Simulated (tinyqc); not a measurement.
Inside a calculation (part 1 of 2). Method: UHF in the sto-3g basis, for H2O, spin multiplicity 1. Computed by tinyqc, a small Python program that keeps every step (integrals from PySCF). Settings: charge = 0, multiplicity = 1, basis = sto-3g, energy threshold = 1e-08, iteration cap = 57, orthogonalisation = canonical, start = Wolfsberg-Helmholz matrix, DIIS depth = 8, method = UHF, break = 0.4. Command: `OMP_NUM_THREADS=1 python tinyqc.py 21018 21019 out.jsonl` (the two numbers bound the seeds that draw the settings). One thread of a shared host (Intel(R) Xeon(R) Processor @ 2.60GHz), about 0.2 s of CPU time with the checks. Later iterations appear only in the table of the cycle.

## One-electron integrals

Geometry (angstrom):
```
atom         x          y         z
O     0.000000   0.000000  0.000000
H     0.000000   0.806000  0.611000
H     0.000000  -0.806000  0.611000
```

Basis sto-3g: exponents (1/bohr^2) and contraction coefficients of normalised primitives:
```
element  l (shell)    exponent  coefficient
O            s (1)  130.709320     0.154329
O            s (1)   23.808861     0.535328
O            s (1)    6.443608     0.444635
O            s (2)    5.033151    -0.099967
O            s (2)    1.169596     0.399513
O            s (2)    0.380389     0.700115
O            p (3)    5.033151     0.155916
O            p (3)    1.169596     0.607684
O            p (3)    0.380389     0.391957
H            s (1)    3.425251     0.154329
H            s (1)    0.623914     0.535328
H            s (1)    0.168855     0.444635
```

Overlap, kinetic and nuclear-attraction integrals over the contracted functions; the nuclear repulsion is the sum of Za Zb / Rab.

nuclear repulsion = 8.69956446 hartree

overlap S, lower triangle:
```
           1O 1s     1O 2s    1O 2px     1O 2py    1O 2pz     2H 1s     3H 1s
1O 1s   1.000000
1O 2s   0.236704  1.000000
1O 2px  0.000000  0.000000  1.000000
1O 2py  0.000000  0.000000  0.000000   1.000000
1O 2pz  0.000000  0.000000  0.000000   0.000000  1.000000
2H 1s   0.047443  0.439921  0.000000   0.298066  0.225953  1.000000
3H 1s   0.047443  0.439921  0.000000  -0.298066  0.225953  0.218187  1.000000
```

kinetic energy T (hartree), lower triangle:
```
            1O 1s     1O 2s    1O 2px     1O 2py    1O 2pz     2H 1s     3H 1s
1O 1s   29.003200
1O 2s   -0.168011  0.808128
1O 2px   0.000000  0.000000  2.528731
1O 2py   0.000000  0.000000  0.000000   2.528731
1O 2pz   0.000000  0.000000  0.000000   0.000000  2.528731
2H 1s   -0.005685  0.104127  0.000000   0.194654  0.147560  0.760032
3H 1s   -0.005685  0.104127  0.000000  -0.194654  0.147560  0.001727  0.760032
```

nuclear attraction V (hartree), lower triangle:
```
             1O 1s       1O 2s     1O 2px      1O 2py      1O 2pz      2H 1s      3H 1s
1O 1s   -61.664866
1O 2s    -7.430769  -10.088532
1O 2px    0.000000    0.000000  -9.941763
1O 2py    0.000000    0.000000   0.000000  -10.081724
1O 2pz   -0.016799   -0.201132   0.000000    0.000000  -10.022193
2H 1s    -1.529613   -3.507610   0.000000   -2.106137   -1.657156  -5.616729
3H 1s    -1.529613   -3.507610   0.000000    2.106137   -1.657156  -1.356224  -5.616729
```

core Hamiltonian H = T + V (hartree), lower triangle:
```
             1O 1s      1O 2s     1O 2px     1O 2py     1O 2pz      2H 1s      3H 1s
1O 1s   -32.661666
1O 2s    -7.598780  -9.280405
1O 2px    0.000000   0.000000  -7.413032
1O 2py    0.000000   0.000000   0.000000  -7.552992
1O 2pz   -0.016799  -0.201132   0.000000   0.000000  -7.493462
2H 1s    -1.535298  -3.403483   0.000000  -1.911483  -1.509596  -4.856697
3H 1s    -1.535298  -3.403483   0.000000   1.911483  -1.509596  -1.354497  -4.856697
```

## Two-electron integrals

Functions are numbered as in S; the eight-fold symmetry (ij|kl) = (ji|kl) = (kl|ij) leaves the list below.

Two-electron integrals (ij|kl) in chemists' order, unique and non-zero (hartree):
```
(11|11) 4.785065    (21|11) 0.741380    (21|21) 0.136873    (22|11) 1.118947
(22|21) 0.256633    (22|22) 0.817206    (31|31) 0.024477    (32|31) 0.037809
(32|32) 0.180518    (33|11) 1.115814    (33|21) 0.256684    (33|22) 0.817023
(33|33) 0.880159    (41|41) 0.024477    (42|41) 0.037809    (42|42) 0.180518
(43|43) 0.047444    (44|11) 1.115814    (44|21) 0.256684    (44|22) 0.817023
(44|33) 0.785270    (44|44) 0.880159    (51|51) 0.024477    (52|51) 0.037809
(52|52) 0.180518    (53|53) 0.047444    (54|54) 0.047444    (55|11) 1.115814
(55|21) 0.256684    (55|22) 0.817023    (55|33) 0.785270    (55|44) 0.785270
(55|55) 0.880159    (61|11) 0.150760    (61|21) 0.027599    (61|22) 0.051417
(61|33) 0.051318    (61|41) 0.001015    (61|42) 0.001901    (61|44) 0.051512
(61|51) 0.000770    (61|52) 0.001441    (61|54) 0.000147    (61|55) 0.051429
(61|61) 0.005638    (62|11) 0.367238    (62|21) 0.085285    (62|22) 0.300743
(62|33) 0.295629    (62|41) 0.005103    (62|42) 0.039004    (62|44) 0.305189
(62|51) 0.003868    (62|52) 0.029567    (62|54) 0.007247    (62|55) 0.301123
(62|61) 0.017533    (62|62) 0.137097    (63|31) 0.008918    (63|32) 0.051936
(63|43) 0.008101    (63|53) 0.006141    (63|63) 0.019524    (64|11) 0.210920
(64|21) 0.049615    (64|22) 0.186823    (64|33) 0.178348    (64|41) 0.011519
(64|42) 0.074875    (64|44) 0.200274    (64|51) 0.001972    (64|52) 0.017389
(64|54) 0.010480    (64|55) 0.181638    (64|61) 0.010650    (64|62) 0.103449
(64|64) 0.096685    (65|11) 0.159891    (65|21) 0.037612    (65|22) 0.141624
(65|33) 0.135200    (65|41) 0.001972    (65|42) 0.017389    (65|44) 0.139539
(65|51) 0.010413    (65|52) 0.065118    (65|54) 0.011390    (65|55) 0.149975
(65|61) 0.008074    (65|62) 0.078421    (65|64) 0.058493    (65|65) 0.063866
(66|11) 0.507256    (66|21) 0.119717    (66|22) 0.484162    (66|33) 0.464592
(66|41) 0.009271    (66|42) 0.097707    (66|44) 0.501492    (66|51) 0.007028
(66|52) 0.074068    (66|54) 0.027973    (66|55) 0.485797    (66|61) 0.024831
(66|62) 0.277948    (66|64) 0.239429    (66|65) 0.181503    (66|66) 0.774606
(71|11) 0.150760    (71|21) 0.027599    (71|22) 0.051417    (71|33) 0.051318
(71|41) -0.001015   (71|42) -0.001901   (71|44) 0.051512    (71|51) 0.000770
(71|52) 0.001441    (71|54) -0.000147   (71|55) 0.051429    (71|61) 0.005548
(71|62) 0.016969    (71|64) 0.009422    (71|65) 0.007820    (71|66) 0.023765
(71|71) 0.005638    (72|11) 0.367238    (72|21) 0.085285    (72|22) 0.300743
(72|33) 0.295629    (72|41) -0.005103   (72|42) -0.039004   (72|44) 0.305189
(72|51) 0.003868    (72|52) 0.029567    (72|54) -0.007247   (72|55) 0.301123
(72|61) 0.016969    (72|62) 0.110681    (72|64) 0.057646    (72|65) 0.061539
(72|66) 0.183604    (72|71) 0.017533    (72|72) 0.137097    (73|31) 0.008918
(73|32) 0.051936    (73|43) -0.008101   (73|53) 0.006141    (73|63) 0.015225
(73|73) 0.019524    (74|11) -0.210920   (74|21) -0.049615   (74|22) -0.186823
(74|33) -0.178348   (74|41) 0.011519    (74|42) 0.074875    (74|44) -0.200274
(74|51) -0.001972   (74|52) -0.017389   (74|54) 0.010480    (74|55) -0.181638
(74|61) -0.009422   (74|62) -0.057646   (74|64) -0.015291   (74|65) -0.031346
(74|66) -0.085090   (74|71) -0.010650   (74|72) -0.103449   (74|74) 0.096685
(75|11) 0.159891    (75|21) 0.037612    (75|22) 0.141624    (75|33) 0.135200
(75|41) -0.001972   (75|42) -0.017389   (75|44) 0.139539    (75|51) 0.010413
(75|52) 0.065118    (75|54) -0.011390   (75|55) 0.149975    (75|61) 0.007820
(75|62) 0.061539    (75|64) 0.031346    (75|65) 0.048919    (75|66) 0.111700
(75|71) 0.008074    (75|72) 0.078421    (75|74) -0.058493   (75|75) 0.063866
(76|11) 0.134975    (76|21) 0.031627    (76|22) 0.120780    (76|33) 0.118004
(76|44) 0.120446    (76|51) 0.002264    (76|52) 0.020470    (76|55) 0.123759
(76|61) 0.006432    (76|62) 0.054328    (76|64) 0.035442    (76|65) 0.034936
(76|66) 0.113365    (76|71) 0.006432    (76|72) 0.054328    (76|74) -0.035442
(76|75) 0.034936    (76|76) 0.026377    (77|11) 0.507256    (77|21) 0.119717
(77|22) 0.484162    (77|33) 0.464592    (77|41) -0.009271   (77|42) -0.097707
(77|44) 0.501492    (77|51) 0.007028    (77|52) 0.074068    (77|54) -0.027973
(77|55) 0.485797    (77|61) 0.023765    (77|62) 0.183604    (77|64) 0.085090
(77|65) 0.111700    (77|66) 0.323832    (77|71) 0.024831    (77|72) 0.277948
(77|74) -0.239429   (77|75) 0.181503    (77|76) 0.113365    (77|77) 0.774606
```

## Orthogonalisation

S = U s U^T; canonical form X = U s^(-1/2), so that X^T S X = 1. Each column of U has its largest component positive (the first on a tie).

eigenvalues of S: 0.377857  0.455490  0.886694  1.000000  1.094461  1.326323  1.859175

X:
```
                1          2          3         4          5          6         7
1O 1s   -0.320208   0.000000   0.749209  0.000000  -0.616177   0.000000  0.160689
1O 2s    1.126358   0.000000  -0.292959  0.000000  -0.299459   0.000000  0.431630
1O 2px   0.000000   0.000000   0.000000  1.000000   0.000000   0.000000  0.000000
1O 2py   0.000000   0.907021   0.000000  0.000000   0.000000   0.686611  0.000000
1O 2pz   0.515949   0.000000   0.653425  0.000000   0.639244   0.000000  0.198957
2H 1s   -0.710312  -0.828478  -0.163833  0.000000   0.133620   0.375852  0.378262
3H 1s   -0.710312   0.828478  -0.163833  0.000000   0.133620  -0.375852  0.378262
```

## Starting guess

The start is the generalised Wolfsberg-Helmholz matrix (K = 1.75) built on H, with HOMO and LUMO mixed by +/-0.4 rad for the two spins; D(s) = C_occ C_occ^T for each spin.

D(alpha) at the start, lower triangle:
```
            1O 1s      1O 2s     1O 2px     1O 2py    1O 2pz      2H 1s     3H 1s
1O 1s    1.031462
1O 2s   -0.127197   0.584180
1O 2px   0.000000   0.000000   0.848353
1O 2py   0.000000   0.000000  -0.275457   0.793768
1O 2pz   0.054187  -0.198119   0.000000   0.000000  0.919081
2H 1s   -0.070209   0.177206   0.316629   0.081756  0.058662   0.237944
3H 1s   -0.070209   0.177206  -0.316629  -0.081756  0.058662  -0.095133  0.237944
```

D(beta) at the start, lower triangle:
```
            1O 1s      1O 2s     1O 2px     1O 2py    1O 2pz      2H 1s     3H 1s
1O 1s    1.031462
1O 2s   -0.127197   0.584180
1O 2px   0.000000   0.000000   0.848353
1O 2py   0.000000   0.000000   0.275457   0.793768
1O 2pz   0.054187  -0.198119   0.000000   0.000000  0.919081
2H 1s   -0.070209   0.177206  -0.316629   0.081756  0.058662   0.237944
3H 1s   -0.070209   0.177206   0.316629  -0.081756  0.058662  -0.095133  0.237944
```

## Iteration 1: building the Fock matrix

J_ij = sum D_kl (ij|kl) with D = D(alpha) + D(beta), K_ij = sum D_kl (ik|jl) for each spin; F = H + J - K(s); E = tr D H + tr D J / 2 - 0.5 sum_s tr D(s) K(s) + E_nn.

Coulomb J (hartree), lower triangle:
```
            1O 1s     1O 2s    1O 2px     1O 2py    1O 2pz     2H 1s     3H 1s
1O 1s   17.597364
1O 2s    3.331864  8.318618
1O 2px   0.000000  0.000000  8.276944
1O 2py   0.000000  0.000000  0.000000   8.330596
1O 2pz  -0.007601  0.010885  0.000000   0.000000  8.325170
2H 1s    0.671735  3.033022  0.000000   1.876417  1.430247  4.939440
3H 1s    0.671735  3.033022  0.000000  -1.876417  1.430247  1.217496  4.939440
```

exchange K(alpha) (hartree), lower triangle:
```
           1O 1s      1O 2s     1O 2px     1O 2py    1O 2pz     2H 1s     3H 1s
1O 1s   4.869026
1O 2s   0.851614   1.268732
1O 2px  0.000000   0.000000   0.993829
1O 2py  0.000000   0.000000  -0.111307   1.070294
1O 2pz  0.004682  -0.054219   0.000000   0.000000  1.111167
2H 1s   0.175829   0.538285   0.059742   0.315983  0.223768  0.544393
3H 1s   0.175829   0.538285  -0.059742  -0.315983  0.223768  0.198071  0.544393
```

exchange K(beta) (hartree), lower triangle:
```
           1O 1s      1O 2s     1O 2px     1O 2py    1O 2pz     2H 1s     3H 1s
1O 1s   4.869026
1O 2s   0.851614   1.268732
1O 2px  0.000000   0.000000   0.993829
1O 2py  0.000000   0.000000   0.111307   1.070294
1O 2pz  0.004682  -0.054219   0.000000   0.000000  1.111167
2H 1s   0.175829   0.538285  -0.059742   0.315983  0.223768  0.544393
3H 1s   0.175829   0.538285   0.059742  -0.315983  0.223768  0.198071  0.544393
```

F(alpha) (hartree), lower triangle:
```
             1O 1s      1O 2s     1O 2px     1O 2py     1O 2pz      2H 1s      3H 1s
1O 1s   -19.933329
1O 2s    -5.118530  -2.230519
1O 2px    0.000000   0.000000  -0.129917
1O 2py    0.000000   0.000000   0.111307  -0.292690
1O 2pz   -0.029082  -0.136028   0.000000   0.000000  -0.279458
2H 1s    -1.039392  -0.908746  -0.059742  -0.351049  -0.303117  -0.461650
3H 1s    -1.039392  -0.908746   0.059742   0.351049  -0.303117  -0.335072  -0.461650
```

F(beta) (hartree), lower triangle:
```
             1O 1s      1O 2s     1O 2px     1O 2py     1O 2pz      2H 1s      3H 1s
1O 1s   -19.933329
1O 2s    -5.118530  -2.230519
1O 2px    0.000000   0.000000  -0.129917
1O 2py    0.000000   0.000000  -0.111307  -0.292690
1O 2pz   -0.029082  -0.136028   0.000000   0.000000  -0.279458
2H 1s    -1.039392  -0.908746   0.059742  -0.351049  -0.303117  -0.461650
3H 1s    -1.039392  -0.908746  -0.059742   0.351049  -0.303117  -0.335072  -0.461650
```

total energy of this density = -74.52674131 hartree

## Iteration 1: diagonalisation and new density

Diagonalise F' = X^T F X, C = X C', fill 5 alpha and 5 beta electrons from the bottom; D(s) = C_occ C_occ^T. Each column has its largest component positive (the first on a tie).

F' = X^T F X (alpha) (hartree), lower triangle:
```
           1         2          3          4          5          6          7
1   0.198642
2   0.000000  0.640626
3   1.641163  0.000000  -8.806210
4   0.000000  0.199948   0.000000  -0.129917
5  -1.369174  0.000000   8.773457   0.000000  -9.340594
6   0.000000  0.056584   0.000000   0.031516   0.000000  -0.536118
7   0.299653  0.000000  -3.841947   0.000000   4.102889   0.000000  -2.841990
```

orbital energies (alpha) (hartree): MO1 -19.943432, MO2 -1.098255, MO3 -0.540109, MO4 -0.313230, MO5 -0.177896, MO6 0.564765, MO7 0.692595

coefficients C (alpha):
```
              MO1        MO2        MO3        MO4        MO5        MO6        MO7
1O 1s    0.993741  -0.220330   0.000000   0.106160   0.000000  -0.148340   0.000000
1O 2s    0.027792   0.765747   0.000000  -0.498819   0.000000   0.891362   0.000000
1O 2px   0.000000   0.000000  -0.058143   0.000000   0.969585   0.000000   0.237747
1O 2py   0.000000   0.000000   0.650522   0.000000  -0.185271   0.000000   0.914668
1O 2pz   0.004281   0.148298   0.000000   0.830197   0.000000   0.655856   0.000000
2H 1s   -0.006125   0.215326   0.406395   0.199714   0.216744  -0.778481  -0.784542
3H 1s   -0.006125   0.215326  -0.406395   0.199714  -0.216744  -0.778481   0.784542
```

F' = X^T F X (beta) (hartree), lower triangle:
```
           1          2          3          4          5          6          7
1   0.198642
2   0.000000   0.640626
3   1.641163   0.000000  -8.806210
4   0.000000  -0.199948   0.000000  -0.129917
5  -1.369174   0.000000   8.773457   0.000000  -9.340594
6   0.000000   0.056584   0.000000  -0.031516   0.000000  -0.536118
7   0.299653   0.000000  -3.841947   0.000000   4.102889   0.000000  -2.841990
```

orbital energies (beta) (hartree): MO1 -19.943432, MO2 -1.098255, MO3 -0.540109, MO4 -0.313230, MO5 -0.177896, MO6 0.564765, MO7 0.692595

coefficients C (beta):
```
              MO1        MO2        MO3        MO4        MO5        MO6        MO7
1O 1s    0.993741  -0.220330   0.000000   0.106160   0.000000  -0.148340   0.000000
1O 2s    0.027792   0.765747   0.000000  -0.498819   0.000000   0.891362   0.000000
1O 2px   0.000000   0.000000   0.058143   0.000000   0.969585   0.000000  -0.237747
1O 2py   0.000000   0.000000   0.650522   0.000000   0.185271   0.000000   0.914668
1O 2pz   0.004281   0.148298   0.000000   0.830197   0.000000   0.655856   0.000000
2H 1s   -0.006125   0.215326   0.406395   0.199714  -0.216744  -0.778481  -0.784542
3H 1s   -0.006125   0.215326  -0.406395   0.199714   0.216744  -0.778481   0.784542
```

D(alpha) after iteration 1, lower triangle:
```
            1O 1s      1O 2s     1O 2px     1O 2py    1O 2pz      2H 1s     3H 1s
1O 1s    1.047337
1O 2s   -0.194053   0.835962
1O 2px   0.000000   0.000000   0.943476
1O 2py   0.000000   0.000000  -0.217459   0.457504
1O 2pz   0.059713  -0.300440   0.000000   0.000000  0.711237
2H 1s   -0.032328   0.065094   0.186522   0.224212  0.197708   0.298423
3H 1s   -0.032328   0.065094  -0.186522  -0.224212  0.197708  -0.125846  0.298423
```

D(beta) after iteration 1, lower triangle:
```
            1O 1s      1O 2s     1O 2px     1O 2py    1O 2pz      2H 1s     3H 1s
1O 1s    1.047337
1O 2s   -0.194053   0.835962
1O 2px   0.000000   0.000000   0.943476
1O 2py   0.000000   0.000000   0.217459   0.457504
1O 2pz   0.059713  -0.300440   0.000000   0.000000  0.711237
2H 1s   -0.032328   0.065094  -0.186522   0.224212  0.197708   0.298423
3H 1s   -0.032328   0.065094   0.186522  -0.224212  0.197708  -0.125846  0.298423
```

## Iteration 2: building the Fock matrix

As before.

Coulomb J (hartree), lower triangle:
```
            1O 1s     1O 2s    1O 2px     1O 2py    1O 2pz     2H 1s     3H 1s
1O 1s   17.353190
1O 2s    3.272866  8.181953
1O 2px   0.000000  0.000000  8.169997
1O 2py   0.000000  0.000000  0.000000   8.171707
1O 2pz  -0.010519  0.019411  0.000000   0.000000  8.180440
2H 1s    0.659789  3.000027  0.000000   1.860056  1.424433  4.953668
3H 1s    0.659789  3.000027  0.000000  -1.860056  1.424433  1.212477  4.953668
```

exchange K(alpha) (hartree), lower triangle:
```
           1O 1s      1O 2s     1O 2px     1O 2py    1O 2pz     2H 1s     3H 1s
1O 1s   4.881141
1O 2s   0.830876   1.287808
1O 2px  0.000000   0.000000   1.080041
1O 2py  0.000000   0.000000  -0.111528   0.910517
1O 2pz  0.002563  -0.075330   0.000000   0.000000  1.024574
2H 1s   0.174629   0.531511   0.024903   0.329970  0.251167  0.604421
3H 1s   0.174629   0.531511  -0.024903  -0.329970  0.251167  0.186200  0.604421
```

exchange K(beta) (hartree), lower triangle:
```
           1O 1s      1O 2s     1O 2px     1O 2py    1O 2pz     2H 1s     3H 1s
1O 1s   4.881141
1O 2s   0.830876   1.287808
1O 2px  0.000000   0.000000   1.080041
1O 2py  0.000000   0.000000   0.111528   0.910517
1O 2pz  0.002563  -0.075330   0.000000   0.000000  1.024574
2H 1s   0.174629   0.531511  -0.024903   0.329970  0.251167  0.604421
3H 1s   0.174629   0.531511   0.024903  -0.329970  0.251167  0.186200  0.604421
```

F(alpha) (hartree), lower triangle:
```
             1O 1s      1O 2s     1O 2px     1O 2py     1O 2pz      2H 1s      3H 1s
1O 1s   -20.189617
1O 2s    -5.156790  -2.386260
1O 2px    0.000000   0.000000  -0.323076
1O 2py    0.000000   0.000000   0.111528  -0.291803
1O 2pz   -0.029881  -0.106390   0.000000   0.000000  -0.337596
2H 1s    -1.050139  -0.934966  -0.024903  -0.381396  -0.336330  -0.507450
3H 1s    -1.050139  -0.934966   0.024903   0.381396  -0.336330  -0.328220  -0.507450
```

F(beta) (hartree), lower triangle:
```
             1O 1s      1O 2s     1O 2px     1O 2py     1O 2pz      2H 1s      3H 1s
1O 1s   -20.189617
1O 2s    -5.156790  -2.386260
1O 2px    0.000000   0.000000  -0.323076
1O 2py    0.000000   0.000000  -0.111528  -0.291803
1O 2pz   -0.029881  -0.106390   0.000000   0.000000  -0.337596
2H 1s    -1.050139  -0.934966   0.024903  -0.381396  -0.336330  -0.507450
3H 1s    -1.050139  -0.934966  -0.024903   0.381396  -0.336330  -0.328220  -0.507450
```

total energy of this density = -74.89088696 hartree
